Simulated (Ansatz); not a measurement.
# NHO (triplet): from Hartree-Fock to the top rungs, def2-TZVPP

The task here is to estimate one member of a computed series from the others.

Method: def2-TZVPP, core rule «outside noble gas», up to 2 orbitals frozen; program: Ansatz 0.2.0, Gaussian basis.

The runs, in order: UHF; ROHF; CCSD(T) on UHF.

2 further runs of the same task are left out: 2 set aside as unsound or not needed.

## The system

The geometry is a PBE0/def2-TZVP stationary point (not a proven minimum) of the parent state, kept for this charge and spin.

3 atoms, charge 0, spin multiplicity 3.

Atoms are counted from 1 here; the program's logs count them from 0.

Bond lengths: N1–O2 1.190 Å, N1–H3 1.063 Å. Angles: O2–N1–H3 108.9°.

The first run:

Input file in.yaml:

```yaml
crystal:
  periodic: [false, false, false]
  atoms:
    - {symbol: N, position_ang: [0.000000, -0.133916, 0.588487]}
    - {symbol: O, position_ang: [0.000000, 0.066844, -0.584306]}
    - {symbol: H, position_ang: [0.000000, 0.799908, 1.097088]}
basis:
  gaussian: {orbitals: def2-TZVPP}
magnetization: {spin_polarized: true, initial_magnetization: 2}
hamiltonian: {xc: hf}
output: {orbitals: {seedname: orbitals}}
```

Command:

```sh
$ ansatz run in.yaml --threads 1 --pin off --events-out ev --progress --plain --max-ram 2816MiB --backend cpu
```

Among the steps run: UHF; ROHF; CCSD(T) on UHF.

One of the session's tables, all rows but one given; the rest of the session is left out.

It belongs to the step «Misses and costs». 

```
  method  from UCCSD(T) (meV)
    ROHF             +11952.8
     UHF                    ?
    UMP2               +915.7
   UCCSD               +433.9
UCCSD(T)                    0
```

Q: Estimate the row for UHF from the others.

The run gave: from UCCSD(T) (meV): +11519.6. In the column «from UCCSD(T) (meV)» it lies between UMP2 (+915.7) and ROHF (+11952.8).
